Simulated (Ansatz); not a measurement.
Born–Oppenheimer molecular dynamics of CH₅FSi (8 atoms, charge 0, multiplicity 1). It starts at the highest image of a converged band. Of that band: Neighbouring images differ by up to 1.9 eV, so the band resolves the path poorly. A vibrational analysis at the climbing image gives one clearly imaginary mode, 913i cm⁻¹: a first-order saddle point.

Level of theory: UKS BLYP-D4/def2-mTZVP in Ansatz.

* ensemble: NVE (velocity Verlet)
* time step: 0.5 fs
* steps asked: 200
* starting velocities drawn for: 100 K
* seed: 8215

First frame:

```xyz
8
Properties=species:S:1:pos:R:3
Si -0.940 -0.123 -0.213
C 0.827 -0.655 0.238
H -1.209 1.101 -1.407
F -0.660 1.906 -0.810
H -1.581 0.081 1.142
H 1.468 -0.784 -0.642
H 0.804 -1.611 0.785
H 1.291 0.085 0.908
```

(1) What does the run give?

(2) What happens to the structure?

(3) How do temperature and energy run in time?

Answers

(1) All steps were run.

| Property | Result |
| --- | --- |
| steps done | 200 |
| time covered | 100 fs |
| mean temperature over the second half | 2195 K |
| spread of the potential energy over the second half | 91.0 meV per atom |
| mean potential energy of the second half above the start | -203.3 meV per atom |

The conserved energy stayed within 0.91 meV per atom of its start (net change -0.57 meV per atom), so the integration is sound. The system heated up, since it started high on the potential surface and ran downhill. A run of 0.1 ps of so small a system gives no equilibrium averages. The orbitals stay closed-shell, which can raise the energy where a bond breaks towards radicals; this wasn't checked here.

(2) The step under study would form Si1–H3, Si1–F4 and break H3–F4. These pairs go: Si1–H3 1.73 → 1.53 Å, Si1–F4 2.13 → 1.63 Å, H3–F4 1.14 → 2.78 Å. In the last frame they stand as after the step (other bonds may differ from the relaxed reactants and products). These pairs come and go: their bonding changes 9 times, last at 90 of 100 fs, so the outcome isn't settled. It ends as one piece, CH5FSi. Pairs count as bonded within 1.25 times the sum of covalent radii (0.12 Å more for H–H). This is one draw of velocities; another would differ in detail.

(3) 
| time (fs) | T (K) | potential energy less start (eV) | conserved less start (meV/atom) |
| --- | --- | --- | --- |
| 0.0 | 100 | 0.000 | 0.00 |
| 5.0 | 46 | 0.042 | 0.03 |
| 10.0 | 97 | 0.003 | 0.03 |
| 15.0 | 379 | -0.215 | 0.09 |
| 20.0 | 1706 | -1.245 | 0.06 |
| 25.0 | 3190 | -2.398 | -0.27 |
| 30.0 | 2726 | -2.037 | -0.03 |
| 35.0 | 2458 | -1.830 | -0.15 |
| 40.0 | 1495 | -1.084 | -0.27 |
| 45.0 | 2372 | -1.767 | -0.67 |
| 50.0 | 2432 | -1.810 | -0.11 |
| 55.0 | 2598 | -1.938 | -0.06 |
| 60.0 | 3092 | -2.328 | -0.91 |
| 65.0 | 1975 | -1.460 | -0.67 |
| 70.0 | 444 | -0.265 | 0.22 |
| 75.0 | 1957 | -1.442 | -0.15 |
| 80.0 | 3070 | -2.302 | 0.21 |
| 85.0 | 3605 | -2.721 | -0.32 |
| 90.0 | 1477 | -1.068 | 0.04 |
| 95.0 | 1250 | -0.894 | -0.29 |
| 100.0 | 3352 | -2.527 | -0.57 |

Run time: 5 min on 2 threads of Arm Neoverse V1 (shared host), peak memory 0.14 GiB.
